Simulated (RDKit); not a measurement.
RDKit input (MMFF94):

```python
from rdkit import Chem
from rdkit.Chem import AllChem, rdDetermineBonds

mol = Chem.MolFromXYZFile('mol.xyz')
rdDetermineBonds.DetermineBonds(mol, charge=-1)
print('SMILES', Chem.MolToSmiles(Chem.RemoveHs(mol)))
ff = AllChem.MMFFGetMoleculeForceField(mol, AllChem.MMFFGetMoleculeProperties(mol))
e0 = ff.CalcEnergy()
flag = ff.Minimize(maxIts=5000, forceTol=1e-5)
print(f'energy {e0:.4f} -> {ff.CalcEnergy():.4f} kcal/mol, converged: {flag == 0}')
print(Chem.MolToXYZBlock(mol))
```
mol.xyz:
```
8

C     -0.01241639     1.32206426    -0.15805984
O      0.00414915     0.05348056     0.61048173
C      0.00797392    -1.09297501    -0.17315524
H      0.86116398     1.24654712    -0.85628355
H     -0.89501764     1.23163680    -0.84304143
H      0.02047670    -1.98820923     0.47696201
H     -0.88196323    -1.15369441    -0.83042416
H      0.88880180    -1.13866028    -0.84377624
```

Output:

```
SMILES [CH2-]OC
energy 35.2171 -> 17.3070 kcal/mol, converged: True
8

C      0.151645    1.108248   -0.441570
O      0.703341   -0.012702    0.082390
C     -0.061979   -1.179744   -0.205629
H      0.711068    2.006537   -0.238328
H     -0.764398    1.045965   -1.001471
H      0.442952   -2.038113    0.246905
H     -1.065513   -1.103015    0.226879
H     -0.123949   -1.346986   -1.286472
```

The dipole moment of an ion depends on the origin.
